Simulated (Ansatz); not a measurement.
Z-matrix (Å, degrees):
```
C
C 1 1.518
H 1 1.091 2 111.0
H 1 1.091 2 110.8 3 -120.2
H 1 1.094 2 111.3 3 120.2
C 2 1.505 1 112.6 3 -60.7
H 2 1.094 1 111.0 3 59.7
H 2 1.093 1 110.9 3 178.9
F 6 1.390 2 109.1 1 -174.6
O 6 1.376 2 109.5 1 65.7
H 6 1.099 2 111.9 1 -58.5
H 10 0.961 6 109.1 2 -172.7
```

The species carries charge 0 and has multiplicity 1.

Task: List the PBE0/def2-TZVPP orbital energies in eV (Ansatz). (An estimate is asked.)

Result: Ansatz gave: Occupied: -673.46, -523.22, -281.50, -278.22, -277.97, -33.46, -29.38, -22.18, -19.15, -16.92, -15.82, -14.55, -13.31, -12.34, -11.79, -11.41, -10.41, -10.21, -9.85, -9.52, -8.83. Lowest empty: 0.99, 1.69, 2.39, 2.60, 3.15, 3.49, 3.79, 4.27.
